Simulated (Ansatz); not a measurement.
The cluster LiAl2. Charge 0, multiplicity 2. Geometry PBE0-D4/def2-TZVP.

Cartesian coordinates in Å:
```
Al -1.333 -0.020 -0.663
Al 0.485 -1.369 0.334
Li 0.849 1.389 0.329
```

B3LYP takes the VWN-RPA correlation. At PBE-D4/def2-TZVPD, revPBE-D4/def2-TZVP, r2SCAN-D4/def2-TZVP, PBE0-D4/def2-TZVPD the charge 0 doublet is spin-contaminated (final ⟨S²⟩ up to 1.41, 0.75 for a pure state). The structure comes from a short search, and lower isomers may exist.

Task: Estimate the α-spin orbital energies around the gap (eV) in Ansatz with PBE-D4/def2-TZVPD, revPBE-D4/def2-TZVP, r2SCAN-D4/def2-TZVP, B3LYP-D4/6-31G, PBE0-D4/def2-TZVPD.

Result: 
| orbital | PBE-D4/def2-TZVPD | revPBE-D4/def2-TZVP | r2SCAN-D4/def2-TZVP | B3LYP-D4/6-31G | PBE0-D4/def2-TZVPD |
| --- | --- | --- | --- | --- | --- |
| HOMO−5 | -68.62 | -68.56 | -70.30 | -72.82 | -73.33 |
| HOMO−4 | -51.31 | -51.44 | -53.31 | -54.86 | -55.62 |
| HOMO−3 | -9.17 | -9.11 | -9.45 | -10.42 | -10.52 |
| HOMO−2 | -6.13 | -6.06 | -6.15 | -6.84 | -6.84 |
| HOMO−1 | -3.97 | -3.96 | -4.22 | -4.41 | -4.73 |
| HOMO | -3.76 | -3.74 | -4.02 | -4.11 | -4.43 |
| LUMO | -3.16 | -3.07 | -2.71 | -2.75 | -2.35 |
| LUMO+1 | -1.89 | -1.82 | -1.63 | -1.37 | -1.35 |
| LUMO+2 | -1.79 | -1.75 | -1.43 | -1.28 | -1.28 |
| LUMO+3 | -1.38 | -1.33 | -1.19 | -0.83 | -0.73 |
| LUMO+4 | -0.64 | -0.43 | -0.21 | -0.05 | -0.20 |
| LUMO+5 | 0.03 | 0.87 | 1.43 | 0.82 | 0.40 |
| β HOMO | -3.81 | -3.79 | -4.04 | -4.27 | -4.53 |
| β LUMO | -3.10 | -3.05 | -2.86 | -2.65 | -2.39 |
